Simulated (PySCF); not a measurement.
**Basis-set dependence of excited states**

Species: acetyl fluoride, C₂H₃FO.
Cartesian coordinates in Å at the PBE0-D3(BJ)/def2-SVP level; atoms count from 1:
```xyz
7
C2H3FO angstrom
C     -0.6385   -0.0712   -0.1213
C      0.8356   -0.0390    0.1041
O      1.6403   -0.8657   -0.1543
F      1.2071    1.1257    0.6632
H     -1.1682    0.2082    0.8002
H     -0.9443   -1.0677   -0.4577
H     -0.9003    0.6758   -0.8862
```

TDDFT with PBE0 (PySCF), vertical singlets, core orbitals frozen in the response, spherical d and f functions. Geometry: PBE0-D3(BJ)/def2-SVP; no solvent, vibrations or thermal averaging.

**Question.** Compare 6-31G*, def2-SVP, 6-31+G*, aug-cc-pVDZ, def2-TZVP, def2-TZVPD and aug-cc-pVTZ for this molecule.

**Answer.** 

```csv
basis,functions,diffuse,S1 (eV),S2 (eV),S3 (eV),S4 (eV),S5 (eV),LUMO (eV),α (au)
6-31G*,62,no,6.08,8.84,9.57,10.22,10.28,0.00,23.0
def2-SVP,71,no,6.09,8.87,9.43,9.60,10.13,-0.19,23.0
6-31+G*,78,yes,6.09,8.10,8.87,9.16,9.41,-0.46,26.9
aug-cc-pVDZ,119,yes,6.05,7.76,8.82,8.87,8.90,-0.50,29.6
def2-TZVP,142,no,6.09,8.81,8.87,9.41,10.04,-0.38,27.3
def2-TZVPD,181,yes,6.07,7.97,8.83,9.11,9.42,-0.49,29.8
aug-cc-pVTZ,253,yes,6.07,7.76,8.81,8.83,8.85,-0.50,29.9
```

States are compared by their number. Against the largest diffuse basis here (aug-cc-pVTZ, itself not a converged limit), sets without diffuse functions differ by up to 0.02 eV in S1 and 1.44 eV in S5; the smaller diffuse sets differ by up to 0.02 and 0.57 eV. State by state, the largest deviation of a set without diffuse functions is S1 0.02, S2 1.11, S3 0.76, S4 1.39, S5 1.44 eV. The same number needn't mean the same state in each row. Against aug-cc-pVTZ the polarisability deviates by -23% in 6-31G*, -23% in def2-SVP, -10% in 6-31+G*, -1% in aug-cc-pVDZ, -9% in def2-TZVP, 0% in def2-TZVPD. A single + in a Pople set puts diffuse functions on heavy atoms only.
